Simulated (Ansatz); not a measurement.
The input, for Ansatz 0.2.0:

```yaml
crystal:
  periodic: [false, false, false]
  atoms:
    - {symbol: B, position_ang: [0.000000, 0.084416, 0.783587]}
    - {symbol: C, position_ang: [0.000000, -0.120961, -0.584032]}
    - {symbol: H, position_ang: [0.000000, 0.535945, -1.445249]}
basis:
  gaussian: {orbitals: 6-31G}
total_charge: 1
magnetization: {spin_polarized: false, initial_magnetization: 1}
correlation: {method: full_ci, electrons: valence}
scf: {lower_state_search: off}
```

```sh
$ ansatz run in.yaml --threads 1 --pin off --events-out ev --progress --plain --max-ram 2393MiB
```

(1) One thing in this input was set wrong on purpose, beside settings that are merely unusual. What is the gravest fault, and what does the program do?

## Answers

(1) A method name that the input doesn't accept. How the run ends: refused.
```
Error: YAML parse error: error: line 11 column 23: unknown variant `full_ci`, expected one of mp2, rpa, ccsd, ccsd_t, bccd, bccd_t, ccsdt, ccsdt_q, ccsdt_q_b, ccsdtq, fci, sc_nevpt2, fic_nevpt4_sd, fic_mrcisd_q, fic_mrcisd_q_relaxed
  --> <input>:11:23
   |
 9 | total_charge: 1
10 | magnetization: {spin_polarized: false, initial_magnetization: 1}
11 | correlation: {method: full_ci, electrons: valence}
   |                       ^ unknown variant `full_ci`, expected one of mp2, rpa, ccsd, ccsd_t, bccd, bccd_t, ccsdt, ccsdt_q, ccsdt_q_b, ccsdtq, fci, sc_nevpt2, fic_nevpt4_sd, fic_mrcisd_q, fic_mrcisd_q_relaxed
12 | scf: {lower_state_search: off}
   |
```
